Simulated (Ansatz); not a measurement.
# H5Si2: the cost of one run

Computed with Ansatz 0.2.0, Gaussian basis. Level: PBE0-D4, def2-SVP first, then def2-TZVP.

52 further runs of the same task are left out: 52 set aside as unsound or not needed.

## 1. The starting structure

The guess: 7 atoms, charge 0, spin multiplicity 2.

Atoms are counted from 1 here; the program's logs count them from 0.

Bond lengths: H1–Si2 1.707 Å, Si2–Si3 2.251 Å, Si2–H4 1.480 Å, Si2–H5 1.467 Å, Si3–H6 1.486 Å, Si3–H7 1.471 Å. Angles: H1–Si2–Si3 51.2°, H1–Si2–H4 100.9°, H1–Si2–H5 101.2°, Si3–Si2–H4 141.1°, Si3–Si2–H5 108.7°, H4–Si2–H5 102.7°, Si2–Si3–H6 139.6°, Si2–Si3–H7 106.7°, H6–Si3–H7 101.1°.

Geometry (Å):

```xyz
7

H     0.23380    0.31410    0.87010
Si    0.82940   -0.76550   -0.31050
Si   -1.04070    0.48720   -0.36090
H     2.28740   -0.64980   -0.08580
H     0.51150   -2.06090    0.30090
H    -2.15600    0.89150    0.53330
H    -0.66520    1.78330   -0.94710
```

Distances that are to change: H1–Si3 1.78 Å, H1–Si2 1.71 Å.

## 2. Constrained relaxation of the guess

Contents of hold/in.yaml:

```yaml
crystal:
  periodic: [false, false, false]
  atoms:
    - {symbol: H, position_ang: [0.233800, 0.314100, 0.870100]}
    - {symbol: Si, position_ang: [0.829400, -0.765500, -0.310500]}
    - {symbol: Si, position_ang: [-1.040700, 0.487200, -0.360900]}
    - {symbol: H, position_ang: [2.287400, -0.649800, -0.085800]}
    - {symbol: H, position_ang: [0.511500, -2.060900, 0.300900]}
    - {symbol: H, position_ang: [-2.156000, 0.891500, 0.533300]}
    - {symbol: H, position_ang: [-0.665200, 1.783300, -0.947100]}
basis:
  gaussian: {orbitals: def2-SVP}
magnetization: {spin_polarized: true, initial_magnetization: 1}
hamiltonian: {xc: pbe0, dispersion: d4}
relax: {f_tol: 0.08, max_steps: 120, escape_saddle: false, constraints: [{distance: [0, 2]}, {distance: [0, 1]}]}
```

Launch:

```console
> ansatz run in.yaml --threads 2 --pin off --events-out ev --progress --plain --max-ram 4352MiB
```

**Question.** How long does this run take on 2 threads of Arm Neoverse V1, shared host?

About 12 s.
